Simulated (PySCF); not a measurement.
Molecule: `InChI=1S/C2H2F2O2/c3-1(4)2(5)6/h1H,(H,5,6)`.

Molfile (atoms numbered from 1):
```
C2H2F2O2
     RDKit          3D

  8  7  0  0  0  0  0  0  0  0999 V2000
   -0.2773    1.6939   -0.0900 O   0  0  0  0  0  0  0  0  0  0  0  0
    0.1904    0.5937   -0.0594 C   0  0  0  0  0  0  0  0  0  0  0  0
    1.4783    0.3032   -0.2136 O   0  0  0  0  0  0  0  0  0  0  0  0
   -0.6558   -0.6735    0.0924 C   0  0  0  0  0  0  0  0  0  0  0  0
   -1.7739   -0.3740    0.7614 F   0  0  0  0  0  0  0  0  0  0  0  0
    0.0196   -1.6234    0.7602 F   0  0  0  0  0  0  0  0  0  0  0  0
    1.9449    1.1442   -0.3443 H   0  0  0  0  0  0  0  0  0  0  0  0
   -0.9263   -1.0640   -0.9068 H   0  0  0  0  0  0  0  0  0  0  0  0
  1  2  2  0
  2  3  1  0
  2  4  1  0
  4  5  1  0
  4  6  1  0
  3  7  1  0
  4  8  1  0
M  END
```

Geometry PBE0-D3(BJ)/def2-SVP throughout; GIAO in PySCF, gas phase, one conformer, non-relativistic; equivalent atoms averaged; functional PBE0.

For orientation, 6-31G gives these absolute shieldings σ: O1 -101.6, O3 135.3, C2 38.3, C4 91.6, F5/F6 332.6, H7 26.98, H8 26.57 ppm.

A run gave: O1 -62.1, O3 151.6, C2 32.1, C4 90.2, F5/F6 329.9, H7 25.44, H8 25.35 ppm (absolute shieldings σ).

Problem. Which basis set was used in that run?
A. pcSseg-1
B. aug-cc-pVDZ
C. pcSseg-0
D. STO-3G

Solution. B. C2 tells them apart best: aug-cc-pVDZ gives 32.1, pcSseg-0 gives 10.1, STO-3G gives 121.4, pcSseg-1 gives 16.4 ppm.
